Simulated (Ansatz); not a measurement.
## H4OSi, SMILES O[SiH3]: the energy of protonation at one site, step by step

With Ansatz's Python interface.

Run as a notebook:

```python
import ansatz as az
import numpy as np
```

```python
system = (
    az.Crystal.molecule()
    .atom("O", [0.6099, -0.9822, 0.3986])
    .atom("Si", [-0.0571, 0.3744, -0.1976])
    .atom("H", [0.1066, -1.6224, 0.8918])
    .atom("H", [-1.1317, 0.0436, -1.1349])
    .atom("H", [1.0841, 1.0, -0.8452])
    .atom("H", [-0.6118, 1.1865, 0.8873])
)

calculation = (
    system.calculation()
    .basis(gaussian="def2-SVP")
    .functional("r2scan")
)
symbols = [site.symbol for site in system.cartesian_sites]
start = np.array([site.position_ang for site in system.cartesian_sites], dtype=float)
rep = calculation.relax(force_tolerance=0.01).run(threads=1).report
end = np.array(rep["positions_ang"])
```

    

```python
away = sum((end[0] - end[j]) / np.linalg.norm(end[0] - end[j]) for j in [1, 2]) + np.array([0.15, 0.1, -0.2])
proton = end[0] + 1.0 * away / np.linalg.norm(away)
acid = az.Crystal.molecule()
for symbol, place in zip(symbols, end):
    acid = acid.atom(symbol, place.tolist())
acid = acid.atom("H", proton.tolist())
protonated = (
    acid.calculation()
    .basis(gaussian="def2-SVP")
    .functional("r2scan")
    .charge(1)
    .relax(force_tolerance=0.01, max_steps=80)
)
after = protonated.run(threads=1).report
xyz = np.array(after["positions_ang"])
reach = np.linalg.norm(xyz[:-1] - xyz[-1], axis=1)
print(f"base {rep['free_energy_ev']:.5f} eV, protonated {after['free_energy_ev']:.5f} eV")
print(f"the proton ends {reach.min():.3f} A from {symbols[reach.argmin()]}{reach.argmin()}")
print(f"electronic proton affinity {23.060548 * (rep['free_energy_ev'] - after['free_energy_ev']):.1f} kcal/mol")
```

    base -9984.50487 eV, protonated -9992.68170 eV
    the proton ends 0.977 A from O0
    electronic proton affinity 188.6 kcal/mol

Caveats:
- Total energies depend on the basis set; only differences at equal settings carry meaning.
- The proton is put on one chosen atom, which needn't be the most basic site, so the molecule's proton affinity can be higher; the ends are stationary points, not checked by frequencies, and zero-point and thermal terms count only where printed.
- Timing: 70 s on 1 thread of AMD EPYC 7R43 64-Core Processor (Zen 3), with other jobs on the host, peak memory 0.19 GiB.

(Lines on the test bed's own set-up are left out of the output.)
